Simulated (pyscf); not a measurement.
Structures and frequencies: ωB97X-D3(BJ)/def2-SVP in PySCF. MP2 and CC: frozen core, UHF for open shells. ΔMP2 is the change of the MP2 total energy from the triple- to the quadruple-zeta basis.

Q: What is the homolytic dissociation enthalpy (298 K, CCSD(T)/def2-TZVPP + ΔMP2(QZVPP)) of the Cl–In bond of F–In(F)–Cl, to [F–In–F]• + Cl•?

A: Cl–In to [F–In–F]• + Cl•: 357.3 kJ/mol. The radicals are drawn with the spin at the cut bond; how far it spreads was not checked. The CCSD(T) − MP2 part came from Ansatz, without density fitting, on the same reference. The frozen core leaves the outer d or s,p core shells of the metals and heavy elements correlated in the MP2 and CC values, and def2-TZVPP describes them poorly, which can shift differences by a few kcal/mol. Left out: the spin-orbit lowering of Cl. Elements past Kr carry the def2 core potentials, without spin-orbit coupling.
